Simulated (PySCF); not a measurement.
Problem. Write Cartesian coordinates for InChI=1S/C4H7Cl/c5-3-4-1-2-4/h4H,1-3H2 as optimised with PBE0-D3(BJ)/def2-TZVP.

Solution. 
```
atom  x, y, z in Å
Cl1    2.0134   -1.7650    0.6855
C2     1.3868   -0.1362    0.2744
C3     0.1091   -0.2084   -0.4872
C4    -0.8607    0.9315   -0.3602
C5    -1.1771   -0.3991    0.2482
H6     1.2514    0.3894    1.2202
H7     2.1747    0.3568   -0.2944
H8     0.1880   -0.6743   -1.4630
H9    -0.6000    1.7451    0.3061
H10   -1.3995    1.2370   -1.2478
H11   -1.1221   -0.4889    1.3266
H12   -1.9426   -1.0090   -0.2135
```

Any rigid rotation of these coordinates is as good. Atoms count from 1 in this order. The 3-membered ring C3–C4–C5 has internal angles of 59.8° to 60.3°. Of the pairs four or more bonds apart, H6···H9 is among the closest relative to their van der Waals radii: 2.47 Å, 103 % of the sum of Bondi's values.

Bonds between heavy atoms (Å): Cl1–C2 1.793, C2–C3 1.489, C3–C4 1.502, C4–C5 1.497, C3–C5 1.494.

Computed, not measured: PySCF, PBE0-D3(BJ)/def2-TZVP geometry optimisation, gas phase.

Point group: C1 (no symmetry element, even within 0.4 Å). Stationary, but not proved a minimum. The numbers are those of one conformer (Cl1–C2–C3–C4 152°).
